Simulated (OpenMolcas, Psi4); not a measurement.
## Predicting a hybrid from its neighbours: C2

The species is C2 (2 atoms), meant as a singlet with charge 0. SMILES: `[C]#[C]`. The coordinates come from a PBE0-D4/def2-TZVP relaxation.

The HOMO–LUMO gap y, in eV, basis aug-cc-pVTZ; a is the functional's share of exact exchange. Programs: OpenMolcas 26.06, Psi4 1.11.

| functional | program | a | y (eV) |
| --- | --- | --- | --- |
| PBE | OpenMolcas | 0 | 1.48 |
| revPBE | OpenMolcas | 0 | 1.46 |
| TPSSh | Psi4 | 0.1 | 1.05 |
| B3LYP | OpenMolcas | 0.2 | 1.78 |
| PBE0 | OpenMolcas | 0.25 | ? |
| BHLYP | OpenMolcas | 0.5 | 4.58 |

Task: Fit y = c + s·a to the known rows and predict PBE0.

Result: 
1. Means of the 5 rows: a = 0.1600, y = 2.070.
2. Σ(Δa)² = 0.172, Σ(Δa·Δy) = 1.095, so the slope is 1.095/0.172 = 6.3663.
3. Intercept: 2.070 − (6.3663) × 0.1600 = 1.051. The largest residual of the fit is 0.64.
4. PBE0: 1.051 + (6.3663) × 0.25 = 2.64 eV.

The run gave 2.29 eV, so the prediction is off by +0.35 eV, within the scatter of the fit. Exact exchange lowers occupied levels and raises empty ones.
